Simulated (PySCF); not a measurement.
Species: PH₃.
Structure used (GFN2-xTB), in Å, numbered top down from 1:
```
atom  x, y, z in Å
P1    -0.0015    0.0035    0.5704
H2    -0.5587    1.0086   -0.2056
H3     1.1583   -0.0163   -0.1896
H4    -0.5880   -0.9910   -0.1980
```

Computed with B3LYP/6-311+G(2d,p) in PySCF (dipole) on a GFN2-xTB geometry, gas phase.

Take the most abundant isotopes and a rigid rotor. 

Problem. What are A, B and C (MHz)?

Solution. Ia = 3.64, Ib = 3.64, Ic = 4.03 u·Å²; 505379 MHz·u·Å²/I gives A = 138825, B = 138807, C = 125386 MHz.

Problem. Classify the top.

Solution. An oblate symmetric top, as the point group C3v requires two equal moments; the computed ones differ by 0.01 % because the geometry is symmetric only within the optimiser's tolerance: κ = (2 × 138807 − 138825 − 125386)/(138825 − 125386) = 1.00.

Problem. Is it planar, by Δ = Ic − Ia − Ib?

Solution. Not planar: Δ = Ic − Ia − Ib = -3.25 u·Å². For a rigid frame Δ = −2 Σ m c², so Σ m c² = 1.63 u·Å² lies off the ab plane: 1.48 from hydrogen and 0.14 from heavier atoms. The atom farthest from that plane is 0.70 Å away.

Problem. Where do the R-branch lines fall?

Solution. The dipole of 0.71 D lies along the symmetry axis, so ΔK = 0 and J+1 ← J falls at 2B(J+1) for every K: 277.63 GHz, 555.26 GHz, 832.89 GHz, 1110.53 GHz, 1388.16 GHz for J = 0 to 4.

Problem. Estimate the classical rotational partition function at 200 K and 500 K.

Solution. Point group C3v, symmetry number σ = 3; q = (√π/σ)·√((kT/h)³/(ABC)), k/h = 20836.6 MHz/K: 102 at 200 K, 404 at 500 K.

Whether it is a minimum is left open (no frequencies). Zero-point vibration and centrifugal distortion are left out.
